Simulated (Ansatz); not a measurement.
We consider chalcopyrite AgInTe₂, described by PBE-D4 (plane waves, PAW; Ansatz, a quantum-chemistry and plane-wave program).

Run with plane-wave cutoff 500 eV, 10×10×10 k mesh, Fermi–Dirac smearing 0.05 eV, no spin polarisation, scalar-relativistic PAW data made under PBE.

Cell (relaxed at this level):

```yaml
crystal:
  lattice:
    - [-3.23127, 3.23127, 6.39375]
    - [3.23127, -3.23127, 6.39375]
    - [3.23127, 3.23127, -6.39375]
  atoms:
    - { symbol: In, position: [0.50000, 0.50000, 0.00000] }
    - { symbol: In, position: [0.25000, 0.75000, 0.50000] }
    - { symbol: Ag, position: [0.00000, 0.00000, 0.00000] }
    - { symbol: Ag, position: [0.75000, 0.25000, 0.50000] }
    - { symbol: Te, position: [0.37500, 0.36786, 0.49286] }
    - { symbol: Te, position: [0.63214, 0.12500, 0.00714] }
    - { symbol: Te, position: [0.87500, 0.88214, 0.50714] }
    - { symbol: Te, position: [0.11786, 0.62500, 0.99286] }
```

Problem. What does this level give for the band gap?

Solution. 
- band gap: 0.15 eV (on the SCF k mesh)

Measured, for comparison: band gap 1.04 eV (temperature not stated, not corrected to a static lattice, direct or pseudo-direct at Γ; as tabulated in Ghosh et al. (2024), arXiv:2401.16805).

Spin–orbit coupling is not included; with these elements it can move the gap by several tenths of an eV or more.

Computed values are for the static lattice.

The result took roughly 15 core-minutes.
